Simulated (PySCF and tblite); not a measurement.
Values are calculated unless marked as measured or tabulated.
C3H6O, numbered as in [CH2:1]=[CH:2][CH2:3][OH:4].

Conformers came from 90 starts (ETKDG, MMFF94s, GFN2-xTB); geometries are PBE0-D3(BJ)/def2-SVP. Weights use PBE0-D3(BJ)/pcSseg-1 (IEF-PCM, chloroform) energies plus GFN2-xTB zero-point and thermal terms (modes under about 100 cm⁻¹ blended into free rotors). Symmetry numbers and mirror images are counted. Conformers within 3 kcal/mol (GFN2-xTB free energy) were kept, 6 at most. GIAO shieldings: PBE0/pcSseg-1 (IEF-PCM, chloroform). Shifts are against TMS (¹H), TMS (¹³C) at the same level; of two unlike H on one atom, a is the less shielded. Programs: PySCF with density fitting and tblite.

Problem. List the conformer-averaged shifts at 298.15 K.

Solution. ¹H: 6.32 (H2, 1H), 5.64 (H1a, 1H), 5.50 (H1b, 1H), 4.27 (H3, 2H) ppm. ¹³C: 150.6 (C2), 120.3 (C1), 67.3 (C3) ppm.

Problem. How do the conformers differ?

Solution. Torsions listed: C1–C2–C3–O4, C2–C3–O4–H4. Of a mirror pair one member is shown.
```json
{"conformer": "1", "shape": "8°, 60°", "weight %": "61.7"}
{"conformer": "2", "shape": "-125°, 57°", "weight %": "25.0"}
{"conformer": "3", "shape": "-1°, -179°", "weight %": "7.4"}
{"conformer": "4", "shape": "-127°, -61°", "weight %": "3.3"}
{"conformer": "5", "shape": "-133°, -172°", "weight %": "2.7"}
```

```csv
signal,1,2,3,4,5,average
H1a,5.68,5.55,5.77,5.51,5.56,5.64
H1b,5.54,5.43,5.48,5.41,5.42,5.50
H2,6.33,6.35,6.19,6.17,6.36,6.32
H3,4.29,4.14,4.45,4.18,4.40,4.27
C1,118.2,125.4,118.3,123.6,123.3,120.3
C2,151.4,149.9,147.0,149.8,149.1,150.6
C3,66.4,69.3,66.0,69.0,69.6,67.3
```

Problem. Which signal moves most, for its nucleus, between 250 and 373.15 K through the change of populations alone?

Solution. C1: 120.0 ppm at 250 K, 120.2 ppm at 273.15 K, 120.3 ppm at 298.15 K, 120.4 ppm at 323.15 K, 120.6 ppm at 373.15 K.

H on N, O and S are left out: they exchange, and hydrogen bonds move them by several ppm. Shifts are unscaled: against experiment ¹³C can be off by 15 ppm or more and ¹H by 0.8 ppm.
